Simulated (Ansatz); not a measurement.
Basis-set extrapolation for C₃H₅NO (`CC(=N)C=O`) (PBE0-D4/def2-TZVP geometry, frozen core, Ansatz). Multiplicity 1, RHF reference.

|  | def2-TZVPP | def2-QZVPP |
| --- | --- | --- |
| HF | -245.898238 | -245.909250 |
| MP2 correlation | -0.916024 | -0.979477 |
| CCSD(T) correlation | -0.984158 | not run |

Energies in hartree. Use E(X) = E(∞) + A·exp(−7.88·√X) for Hartree–Fock and E(X) = E(∞) + B·X^(−2.97) for correlation, with X = 3 and 4, and add CCSD(T) minus MP2 of the smaller set to the MP2 limit.

**Question.** What is the CCSD(T) energy at the basis-set limit?

**Answer.** HF limit: -245.909250 + (-0.011012) × 0.13774 = -245.91077. MP2 limit: -0.979477 + (-0.063453) × 0.74074 = -1.02648. Higher-order term: -0.984158 − (-0.916024) = -0.06813. Total: -247.00538 hartree, 3.35 eV below CCSD(T)/def2-TZVPP.
